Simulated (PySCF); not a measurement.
Symmetry of computed structures. Method: PBE0-D3(BJ)/def2-SVP geometry optimisation, gas phase (PySCF). The symmetry is that of the one conformer found, every atom within 0.08 Å of its image; none is proved a minimum here.

Task: `[O:1]=[CH:2][Cl:3]`: symmetry, top, dipole?

Result: Cs; near-prolate asymmetric top; symmetry number 1; 2 operations, which sort the 4 atoms into 4 sets; dipole 1.82 D, in the ab plane, which is the mirror; A, B, C = 79163, 6136, 5694 MHz; heavy atoms equivalent by symmetry: none.

Task: What symmetry has `C` (CH4)?

Result: Td; spherical top; symmetry number 12; 24 operations, which sort the 5 atoms into 2 sets; dipole forbidden by symmetry (computed 0.00 D).

Task: Point group, rotor type and polarity of `[CH3:1][CH2:2][N:3]=[C:4]([CH3:5])[CH3:6]` with C1–C2–N3–C4 180°, H–C5–C4–N3 59° (nearest H), H–C6–C4–N3 0° (nearest H)?

Result: Cs; asymmetric top; symmetry number 1; 2 operations, which sort the 17 atoms into 13 sets; dipole 1.98 D, in the ab plane, which is the mirror; A, B, C = 7208, 1983, 1618 MHz.
